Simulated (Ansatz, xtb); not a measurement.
# CH3BCl+: which of two structures lies lower

We compare I, `C[B+]Cl`, a singlet, with II, a singlet given by its coordinates. Both are isolated ions in the gas phase, relaxed with PBE-D3(BJ)/def2-SVP.

I (Å):

```yaml
atoms:
  - { symbol: C, position_ang: [-0.1210, 0.7118, -1.8153] }
  - { symbol: B, position_ang: [1.0486, 0.3011, -1.0007] }
  - { symbol: Cl, position_ang: [2.3316, -0.1494, -0.1072] }
  - { symbol: H, position_ang: [-0.5685, -0.1755, -2.3229] }
  - { symbol: H, position_ang: [0.1899, 1.4496, -2.5926] }
  - { symbol: H, position_ang: [-0.8974, 1.1819, -1.1661] }
```

II (Å):

```yaml
atoms:
  - { symbol: C, position_ang: [0.6394, 0.7028, -2.1000] }
  - { symbol: B, position_ang: [-0.3361, 0.6284, -0.9459] }
  - { symbol: Cl, position_ang: [1.1532, -0.3120, -0.4743] }
  - { symbol: H, position_ang: [-1.3543, 0.8396, -0.3527] }
  - { symbol: H, position_ang: [1.3473, 1.5481, -2.2164] }
  - { symbol: H, position_ang: [0.5974, -0.0075, -2.9504] }
```

Close contacts (Å): C1–B2 1.51, C1–Cl3 1.98, B2–Cl3 1.82, C1–H5 1.11, C1–H6 1.11, B2–H4 1.20.

Question: Which of the two would you expect CCSD(T)/def2-TZVPP electronic energies to favour?

Answer: Structure I; the calculation gives E(II) − E(I) = +43.3 kcal/mol.

How the difference moves with the method:

| level | geometry | E(II) − E(I) (kcal/mol) | departure from the last row (kcal/mol) | job, with rough time for the two |
| --- | --- | --- | --- | --- |
| GFN2-xTB | GFN2-xTB | +34.9 | −8.4 | optimisation, 0.092 s |
| HF/STO-3G | GFN2-xTB | +43.7 | +0.4 | single point, 0.16 s |
| r2SCAN-D4/def2-SVP | GFN2-xTB | +48.9 | +5.6 | single point, 2.6 s |
| PBE-D3(BJ)/def2-SVP | PBE-D3(BJ)/def2-SVP | +45.4 | +2.1 | optimisation, 13 s |
| HF/def2-TZVPP | PBE-D3(BJ)/def2-SVP | +43.8 | +0.5 | part of the CCSD(T) run |
| MP2/def2-TZVPP | PBE-D3(BJ)/def2-SVP | +45.0 | +1.7 | part of the CCSD(T) run |
| CCSD(T)/def2-TZVPP | PBE-D3(BJ)/def2-SVP | +43.3 |  | single point, 39 s |

The levels shown agree on the order. The largest departure from CCSD(T)/def2-TZVPP is that of GFN2-xTB, 8.4 kcal/mol.

With harmonic frequencies from PBE-D3(BJ)/def2-SVP (ideal gas, rigid rotor, one conformer each, 400 K, 1 atm): on the last row, ΔE + ΔZPE = +42.5, ΔH = +42.4, ΔG = +41.8 kcal/mol.

The correlated steps freeze 7 core orbitals. Programs: Ansatz 0.2.0, xtb 6.7.1; the last row on 1 thread of Arm Neoverse V2 on a shared host.
